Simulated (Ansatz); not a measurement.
We consider hcp Dy, described by rVV10 (plane waves, PAW; Ansatz, a program for electronic structure).

Numerical settings: plane-wave cutoff 500 eV, 24×24×14 k mesh (along the axes of the cell as run), Fermi–Dirac smearing 0.1 eV, spin-polarised with parallel moments, scalar-relativistic PAW data made under PBE.

Cell (relaxed at this level):

```cif
data_Dy2
_chemical_formula_sum 'Dy2'
_space_group_name_H-M_alt 'P63/mmc'
_space_group_IT_number 194
_space_group_name_Hall '-P 6c 2c'
_cell_length_a 3.63421
_cell_length_b 3.63421
_cell_length_c 5.88973
_cell_angle_alpha 90.000
_cell_angle_beta 90.000
_cell_angle_gamma 120.000
loop_
_atom_site_label
_atom_site_type_symbol
_atom_site_symmetry_multiplicity
_atom_site_Wyckoff_symbol
_atom_site_fract_x
_atom_site_fract_y
_atom_site_fract_z
_atom_site_occupancy
Dy1 Dy 2 c 0.33333 0.66667 0.25000 1
```

Question: What does this level give for the magnetic moment per atom (the cell's total over its atoms)?

Answer: 
- magnetic moment per atom (the cell's total over its atoms) = 4.86 μB

Note: the 4f shell is treated without U or exact exchange, so its levels and filling can be wrong; the collinear magnetic order is the start's and need not be the measured one.

Moments are spin moments.

Spin–orbit coupling is not included.

Cost on a shared machine: roughly 14 core-minutes.
